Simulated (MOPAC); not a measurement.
MOPAC input (PM6):

```
PM6 FORCE THERMO(298,298) PRECISE LET CHARGE=-1 GEO-OK AUX(PRECISION=9) THREADS=1
C3H5

C     1.33824118 1    0.09167980 1    0.01048941 1
C     0.07352245 1    0.47861928 1   -0.00272025 1
H     2.22497491 1    0.63958744 1    0.01404497 1
H    -0.28039485 1    1.51062482 1   -0.01284299 1
C    -1.08126699 1   -0.50752563 1   -0.00545729 1
H    -0.67990195 1   -1.52620764 1    0.00496661 1
H    -1.71022233 1   -0.37753648 1    0.87638620 1
H    -1.69545796 1   -0.38989110 1   -0.89936022 1
```

From the last part of the output:

```
     H    8   0.477230   4.219403

          HEAT OF FORMATION =      56.008312 KCALS/MOLE

          ZERO POINT ENERGY      40.606 KCAL/MOL

           NORMAL COORDINATE ANALYSIS (Total motion = 1 Angstrom)

   Root No.       1         2         3         4         5         6         7         8

                 1 A"      1 A'      2 A'      2 A"      3 A"      3 A'      4 A"      4 A'

                 107.0     438.0     642.2     666.1     936.5     978.2    1010.0    1123.4

           1    0.0000    0.0474    0.0048    0.0000    0.0000   -0.0269    0.0000   -0.0440
           2   -0.0000   -0.0630   -0.0911   -0.0000   -0.0000    0.0117    0.0000   -0.0274
           3   -0.0413    0.0000    0.0000   -0.0133   -0.0584   -0.0000   -0.0098    0.0000
           4   -0.0000    0.0460    0.0132    0.0000   -0.0000   -0.0241   -0.0000   -0.0386
           5    0.0000    0.0755    0.0139   -0.0000    0.0000    0.0024    0.0000    0.1755
           6    0.0450   -0.0000    0.0000   -0.0527    0.0400    0.0000    0.0668   -0.0000
           7   -0.0000   -0.1357    0.4208   -0.0000   -0.0000   -0.0134    0.0000    0.0533
           8   -0.0000   -0.2427    0.3729    0.0000    0.0000    0.0251    0.0000    0.1108
           9   -0.0334    0.0000   -0.0000    0.3261    0.3768   -0.0000   -0.0233   -0.0000
          10   -0.0000    0.0337   -0.0719   -0.0000    0.0000   -0.0899    0.0000    0.0467
          11    0.0000    0.0690    0.0651    0.0000   -0.0000    0.0478   -0.0000    0.0665
          12    0.1439   -0.0000   -0.0000    0.2729   -0.3017   -0.0000   -0.1343   -0.0000
          13    0.0000   -0.0574   -0.0344   -0.0000   -0.0000    0.0737    0.0000    0.0485
          14    0.0000    0.0075    0.0373   -0.0000    0.0000   -0.0001   -0.0000   -0.1404
          15   -0.0064   -0.0000   -0.0000    0.0006    0.0186    0.0000   -0.0664    0.0000
          16   -0.0000   -0.1772   -0.0816   -0.0000    0.0000   -0.2179   -0.0000    0.1973
          17    0.0000    0.0954    0.0636    0.0000   -0.0000    0.2027    0.0000   -0.2116
          18    0.2115   -0.0000   -0.0000    0.0719   -0.0287   -0.0000    0.0980    0.0000
          19   -0.2008   -0.0747   -0.0359    0.0554   -0.0436    0.0252    0.1511    0.0546
          20   -0.0768   -0.0799   -0.0129   -0.1058    0.0725   -0.2210   -0.2454   -0.0290
          21   -0.1449   -0.0025   -0.0013    0.0545   -0.0239    0.0011    0.0858    0.0131
          22    0.2008   -0.0747   -0.0359   -0.0554    0.0436    0.0252   -0.1511    0.0546
          23    0.0768   -0.0799   -0.0129    0.1058   -0.0725   -0.2210    0.2454   -0.0290
          24   -0.1449    0.0025    0.0013    0.0545   -0.0239   -0.0011    0.0858   -0.0131

   Root No.       9        10        11        12        13        14        15        16

                 5 A'      6 A'      5 A"      7 A'      8 A'      6 A"      9 A'     10 A'

                1261.0    1279.6    1285.7    1301.9    2638.0    2696.7    2702.4    2720.4

           1   -0.0190   -0.0005    0.0000    0.0106   -0.0222   -0.0000   -0.0015   -0.0066
           2   -0.0180   -0.0003   -0.0000    0.0081   -0.0098   -0.0000   -0.0079    0.0242
           3    0.0000   -0.0000   -0.0008    0.0000    0.0000   -0.0001    0.0000   -0.0000
           4   -0.0188    0.0003    0.0000    0.0094   -0.0023   -0.0000    0.0100   -0.0321
           5    0.0112    0.0002   -0.0000   -0.0071   -0.0401    0.0000   -0.0019   -0.0033
           6   -0.0000    0.0000   -0.0019   -0.0000    0.0000   -0.0023   -0.0000   -0.0000
           7    0.0158   -0.0032    0.0000    0.0023   -0.1058   -0.0000   -0.1200    0.3808
           8    0.0243   -0.0021    0.0000   -0.0060    0.0969   -0.0000    0.1077   -0.3452
           9   -0.0000    0.0000   -0.0001    0.0000   -0.0000    0.0003   -0.0000    0.0000
          10    0.3558   -0.0128    0.0000   -0.1937    0.3998   -0.0000   -0.0002    0.0737
          11   -0.2586    0.0083    0.0000    0.1321    0.5634    0.0000    0.0024    0.1039
          12    0.0000    0.0000    0.0006   -0.0000   -0.0000   -0.0009   -0.0000   -0.0000
          13    0.0233   -0.0424    0.0000    0.0191    0.0037    0.0000   -0.0338   -0.0127
          14   -0.0053   -0.0145   -0.0000   -0.0577   -0.0004   -0.0000   -0.0170   -0.0112
          15    0.0000   -0.0000   -0.0414    0.0000   -0.0000   -0.0548    0.0000    0.0000
          16   -0.1638   -0.1177   -0.0000   -0.1830   -0.0528    0.0000    0.1830    0.1086
          17    0.1488    0.0717    0.0000    0.1151   -0.0674   -0.0000    0.2586    0.1462
          18   -0.0000   -0.0000    0.4304   -0.0000    0.0000   -0.0324   -0.0000   -0.0000
          19   -0.0180    0.3210    0.1098   -0.0458    0.0033   -0.2795    0.1191    0.0247
          20    0.1148    0.0479    0.2336    0.2173    0.0032    0.0311   -0.0241   -0.0109
          21   -0.0256    0.2316    0.0472   -0.0541   -0.0038    0.3572   -0.1973   -0.0434
          22   -0.0180    0.3210   -0.1098   -0.0458    0.0033    0.2795    0.1191    0.0247
          23    0.1148    0.0479   -0.2336    0.2173    0.0032   -0.0311   -0.0241   -0.0109
          24    0.0256   -0.2316    0.0472    0.0541    0.0038    0.3572    0.1973    0.0434

   Root No.      17        18

                11 A'     12 A'

                2776.4    3840.5

           1    0.0026    0.3313
           2   -0.0040   -0.0161
           3   -0.0000    0.0000
           4    0.0034   -0.3267
           5   -0.0064   -0.0007
           6    0.0000   -0.0000
           7   -0.0534   -0.1187
           8    0.0511    0.1717
           9   -0.0000   -0.0000
          10    0.0122    0.0348
          11    0.0233    0.0582
          12    0.0000    0.0000
          13    0.0047    0.0003
          14   -0.0192   -0.0004
          15   -0.0000    0.0000
          16    0.2136   -0.0087
          17    0.2632    0.0006
          18   -0.0000   -0.0000
          19   -0.1501    0.0176
          20    0.0074   -0.0129
          21    0.2177   -0.0174
          22   -0.1501    0.0176
          23    0.0074   -0.0129
          24   -0.2177    0.0174

           MASS-WEIGHTED COORDINATE ANALYSIS (NORMAL COORDINATES)

   Root No.       1         2         3         4         5         6         7         8

                 1 A"      1 A'      2 A'      2 A"      3 A"      3 A'      4 A"      4 A'

                 107.0     438.0     642.2     666.1     936.5     978.2    1010.0    1123.4

           1    0.0000    0.2747    0.0241    0.0000    0.0000   -0.1751    0.0000   -0.1704
           2   -0.0000   -0.3650   -0.4571   -0.0000   -0.0000    0.0761    0.0000   -0.1062
           3   -0.2874    0.0000    0.0000   -0.0908   -0.3604   -0.0000   -0.0602    0.0000
           4   -0.0000    0.2665    0.0660    0.0000   -0.0000   -0.1573   -0.0000   -0.1498
           5    0.0000    0.4374    0.0697   -0.0000    0.0000    0.0157    0.0000    0.6803
           6    0.3132   -0.0000    0.0000   -0.3598    0.2466    0.0000    0.4101   -0.0000
           7   -0.0000   -0.2278    0.6116   -0.0000   -0.0000   -0.0253    0.0000    0.0599
           8   -0.0000   -0.4076    0.5421    0.0000    0.0000    0.0475    0.0000    0.1245
           9   -0.0673    0.0000   -0.0000    0.6450    0.6734   -0.0000   -0.0415   -0.0000
          10   -0.0000    0.0566   -0.1045   -0.0000    0.0000   -0.1696    0.0000    0.0525
          11    0.0000    0.1158    0.0946    0.0000   -0.0000    0.0902   -0.0000    0.0747
          12    0.2901   -0.0000   -0.0000    0.5397   -0.5391   -0.0000   -0.2390   -0.0000
          13    0.0000   -0.3327   -0.1724   -0.0000   -0.0000    0.4805    0.0000    0.1879
          14    0.0000    0.0434    0.1870   -0.0000    0.0000   -0.0008   -0.0000   -0.5441
          15   -0.0447   -0.0000   -0.0000    0.0038    0.1144    0.0000   -0.4077    0.0000
          16   -0.0000   -0.2975   -0.1186   -0.0000    0.0000   -0.4113   -0.0000    0.2215
          17    0.0000    0.1603    0.0924    0.0000   -0.0000    0.3825    0.0000   -0.2376
          18    0.4266   -0.0000   -0.0000    0.1421   -0.0513   -0.0000    0.1744    0.0000
          19   -0.4050   -0.1255   -0.0521    0.1096   -0.0779    0.0475    0.2689    0.0613
          20   -0.1548   -0.1341   -0.0187   -0.2092    0.1296   -0.4171   -0.4367   -0.0326
          21   -0.2922   -0.0041   -0.0019    0.1078   -0.0427    0.0020    0.1527    0.0147
          22    0.4050   -0.1255   -0.0521   -0.1096    0.0779    0.0475   -0.2689    0.0613
          23    0.1548   -0.1341   -0.0187    0.2092   -0.1296   -0.4171    0.4367   -0.0326
          24   -0.2922    0.0041    0.0019    0.1078   -0.0427   -0.0020    0.1527   -0.0147

   Root No.       9        10        11        12        13        14        15        16

                 5 A'      6 A'      5 A"      7 A'      8 A'      6 A"      9 A'     10 A'

                1261.0    1279.6    1285.7    1301.9    2638.0    2696.7    2702.4    2720.4

           1   -0.1211   -0.0030    0.0000    0.0725   -0.1052   -0.0000   -0.0101   -0.0392
           2   -0.1148   -0.0018   -0.0000    0.0552   -0.0465   -0.0000   -0.0546    0.1430
           3    0.0000   -0.0000   -0.0047    0.0000    0.0000   -0.0005    0.0000   -0.0000
           4   -0.1197    0.0015    0.0000    0.0643   -0.0110   -0.0000    0.0685   -0.1893
           5    0.0714    0.0013   -0.0000   -0.0484   -0.1899    0.0000   -0.0133   -0.0192
           6   -0.0000    0.0000   -0.0113   -0.0000    0.0000   -0.0118   -0.0000   -0.0000
           7    0.0293   -0.0053    0.0000    0.0045   -0.1450   -0.0000   -0.2387    0.6510
           8    0.0449   -0.0034    0.0000   -0.0120    0.1329   -0.0000    0.2142   -0.5902
           9   -0.0000    0.0000   -0.0001    0.0000   -0.0000    0.0005   -0.0000    0.0000
          10    0.6582   -0.0213    0.0000   -0.3844    0.5483   -0.0000   -0.0004    0.1260
```

The dipole moment of an ion depends on the origin.
